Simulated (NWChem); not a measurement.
# Ionisation of pyrazine (C4H4N2)

```
C
N 1 1.3295
C 2 1.3295 1 116.38
H 1 1.0960 2 117.46 3 180.00
H 3 1.0960 2 117.46 1 180.00
C 1 1.3968 4 120.73 2 180.00
N 6 1.3295 1 121.81 4 180.00
C 7 1.3295 6 116.38 1 0.00
H 6 1.0960 7 117.46 8 180.00
H 8 1.0960 7 117.46 6 180.00
```
Charge 0, spin multiplicity 1.

All runs are NWChem calculations. All single points use one geometry, from PBE0/def2-SVP, a minimum by its harmonic frequencies.

Basis set: def2-SVP. −ε marks an orbital energy of the parent.

B3LYP has NWChem's definition, with VWN1-RPA local correlation.

Question: One of these methods gave a first vertical ionisation energy of 9.89 eV. Which?
(A) −ε(HOMO) of PBE
(B) −ε(HOMO) of B3LYP
(C) −ε(HOMO) of HF
(D) −ε(HOMO) of BHandHLYP

Answer: C, −ε(HOMO) of HF. The others give 8.68 (−ε(HOMO) of BHandHLYP), 5.57 (−ε(HOMO) of PBE), 6.88 (−ε(HOMO) of B3LYP).
